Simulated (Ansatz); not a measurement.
# doublet C2H2(+): levels of theory in one basis

```
atom    x (Å)    y (Å)    z (Å)
   C   0.2631  -0.1401   0.5257
   C  -0.2631   0.1401  -0.5257
   H   0.7311  -0.3892   1.4608
   H  -0.7311   0.3892  -1.4608
```

Basis set: def2-SVP (spherical functions). Frozen core: 2 orbitals. Charge 1, multiplicity 2.

Computed with Ansatz (development build ahead of 0.2.0); each method stands on the lowest determinant of its kind that the runs found.

```json
{"method": "ROHF", "E − E(ROHF) (eV)": "0.00", "<S²> of the determinant": "0.75"}
{"method": "UHF", "E − E(ROHF) (eV)": "-0.06", "<S²> of the determinant": "0.75"}
{"method": "UHF-MP2", "E − E(ROHF) (eV)": "-5.55", "<S²> of the determinant": "0.75"}
```

(1) What does UHF-CCSD(T) give on the same scale?

(2) Is a single determinant a sound starting point here?

Results:

(1) -6.46 eV.

(2) By this sign, yes. Unrestricted orbitals gain 0.06 eV and <S²> is 0.75 against 0.75 for a pure state.

Caution for UHF-MP2: MP2 on this radical cation hangs on the determinant chosen.
